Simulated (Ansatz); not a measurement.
Consider the substitution at a C–C bond: `C/C(F)=C(/C)F` + H–F → `CC(F)=C(F)F` + CH₄.

Computed with Ansatz on PBE0-D4/def2-TZVP structures; ΔE is electronic, products minus reactants. CCSD(T)/CBS adds triple-zeta CCSD(T) − MP2 to the extrapolated MP2 energy (def2 sets, frozen cores). This one scheme is used for every species. Functionals use def2-TZVPP. B3LYP here is the variant with VWN-RPA as its local correlation; programs differ in this. HSE06 is defined as in plane-wave codes.

| level | ΔE (kJ/mol) | difference from CCSD(T)/CBS |
| --- | --- | --- |
| PBE-D4 | 42.5 | -18.2 |
| B3LYP-D4 | 44.4 | -16.3 |
| r2SCANh-D4 | 42.7 | -18.0 |
| CAM-B3LYP-D4 | 43.1 | -17.6 |
| ωB97M-V | 46.2 | -14.5 |
| PBE | 38.7 | -22.0 |
| BLYP | 33.2 | -27.5 |
| PBE0 | 44.2 | -16.5 |
| HSE06 | 44.2 | -16.5 |
| CAM-B3LYP | 39.8 | -20.9 |
| MP2/def2-SVP | 45.4 | -15.3 |
| CCSD/def2-SVP | 39.9 | -20.8 |
| HF/def2-TZVPP | 39.2 | -21.5 |
| SCS-MP2/def2-TZVPP | 56.2 | -4.5 |
| CCSD(T)/def2-TZVPP | 54.3 | -6.4 |
| MP2/def2-QZVPP | 66.5 | 5.8 |
| CCSD(T)/CBS | 60.7 | 0 |

Largest T1 diagnostic among the species: 0.012.

From r2SCAN to r2SCAN0 (25 % exact exchange), in def2-TZVPP and without D4, ΔE moves by +5.3 kJ/mol. The D4 term adds +5.8 kJ/mol with B3LYP and +3.3 kJ/mol with PBE0; it sums over pairs of atoms, weighted by their polarisabilities, and B3LYP, whose exchange is more repulsive, gets the larger term.
